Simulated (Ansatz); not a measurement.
# C₂H₃NO₂: small, medium and large basis sets

How large a basis does C₂H₃NO₂ need? Two functionals are run in growing sets.

The runs use Ansatz 0.2.0, Gaussian basis; one geometry, several basis sets.

Levels to be run: PBE0-D4/def2-SVP; ωB97M-V/def2-SVP; PBE0-D4/def2-QZVPP; ωB97M-V/def2-QZVPP; the functionals' def2-TZVPP values are taken from earlier runs.

## Step 1: The geometry

The geometry comes from an earlier relaxation with PBE0-D4 in a triple-zeta def2 set; it is a stationary point, not always the lowest conformer.

SMILES `N=C=C(O)O`, 8 atoms, charge 0, spin multiplicity 1.

Atoms are counted from 1 here; the program's logs count them from 0.

Bond lengths: N1–C2 1.231 Å, N1–H6 1.024 Å, C2–C3 1.312 Å, C3–O4 1.353 Å, C3–O5 1.369 Å, O4–H7 0.965 Å, O5–H8 0.962 Å. Angles: C2–N1–H6 113.3°, N1–C2–C3 171.5°, C2–C3–O4 121.6°, C2–C3–O5 124.2°, O4–C3–O5 113.8°, C3–O4–H7 108.2°, C3–O5–H8 109.2°.

## Step 2: PBE0-D4 in def2-SVP

in.yaml

```yaml
crystal:
  periodic: [false, false, false]
  atoms:
    - {symbol: N, position_ang: [-1.025479, 0.042621, 1.785549]}
    - {symbol: C, position_ang: [-0.465804, 0.117143, 0.691650]}
    - {symbol: C, position_ang: [0.263349, 0.077604, -0.397882]}
    - {symbol: O, position_ang: [0.982940, 1.146761, -0.809353]}
    - {symbol: O, position_ang: [0.260083, -0.962385, -1.288056]}
    - {symbol: H, position_ang: [-1.958533, 0.464676, 1.793537]}
    - {symbol: H, position_ang: [1.874254, 0.845774, -1.024081]}
    - {symbol: H, position_ang: [0.161291, -1.789395, -0.807164]}
basis:
  gaussian: {orbitals: def2-SVP}
hamiltonian: {xc: pbe0, dispersion: d4}
output: {orbitals: {seedname: orbitals}}
```

Launch:

```sh
$ ansatz run in.yaml --threads 2 --pin off --events-out ev --progress --plain --max-ram 4352MiB
```

The runs that follow: ωB97M-V in def2-SVP; PBE0-D4 in def2-QZVPP; ωB97M-V in def2-QZVPP.

**Question.** What will the summary of the whole plan be? Wanted: PBE0-D4: double and triple zeta above quadruple; ωB97M-V: double and triple zeta above quadruple.

The runs gave:

| quantity | value |
| --- | --- |
| PBE0-D4: double and triple zeta above quadruple | 9.51, 0.42 eV |
| ωB97M-V: double and triple zeta above quadruple | 9.75, 0.40 eV |

What this shows: For PBE0-D4 the step from double to triple zeta gains 9.09 eV and the next only 0.42 eV. Total energies overstate the basis error of differences, where much of it tends to cancel. The LUMO of ωB97M-V is positive and keeps falling with the basis (1.84 to 1.32 eV): an unbound level that the basis holds in place.
